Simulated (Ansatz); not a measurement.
## [OH···H···SiH3], doublet: transfer scan

Starting geometry:

```xyz
7

O    -1.7717   -0.0190    0.0000
H    -2.0210    0.9076    0.0000
H    -0.8122   -0.0190    0.0000
Si    0.9593   -0.0190    0.0000
H     1.4092   -1.4353    0.0000
H     1.4092    0.6891   -1.2265
H     1.4092    0.6891    1.2265
```

From there H3 is moved from one fragment to the other while all else, the fragments' distance too, stays fixed; atoms are numbered as listed. Energies are in eV, counted from the starting geometry at the same level. Kohn–Sham curves are unrestricted where that lies lower.

Basis cc-pVDZ; Ansatz 0.2.0. Only valence electrons are correlated (noble-gas cores frozen). Prefix R: restricted or restricted open-shell reference; prefix U: unrestricted.

Full CI isn't at hand for all of this; UCCSDT(Q) serves as the reference, and is uncertain by about the last step of the cluster series. The frozen core follows each run's orbitals, which can shift R against U totals by a few meV.

| distance O1-H3 (Å) | UCCSDT(Q) | curve A | curve B | curve C | curve D |
| --- | --- | --- | --- | --- | --- |
| 0.960 | 0.000 | 0.000 | 0.000 | 0.000 | 0.000 |
| 1.007 | 0.029 | 0.107 | 0.037 | 0.015 | -0.023 |
| 1.102 | 0.247 | 0.464 | 0.271 | 0.208 | 0.110 |
| 1.196 | 0.520 | 0.745 | 0.547 | 0.466 | 0.354 |
| 1.291 | 0.786 | 0.787 | 0.796 | 0.738 | 0.666 |

Task: The curves come from PBE, RCCSD, RHF, wB97M-V. Compare each with UCCSDT(Q) and say which is which.

Result: A: RHF, B: RCCSD, C: wB97M-V, D: PBE. Spread of the error against UCCSDT(Q), over the points where both stand: A 0.225, B 0.027, C 0.053, D 0.166 eV. 

In so small a basis the reference is far from its limit while semilocal and hybrid functionals are nearer theirs, so the functionals' errors here hold much of the reference's basis and frozen-core error, which can add to them or hide them.
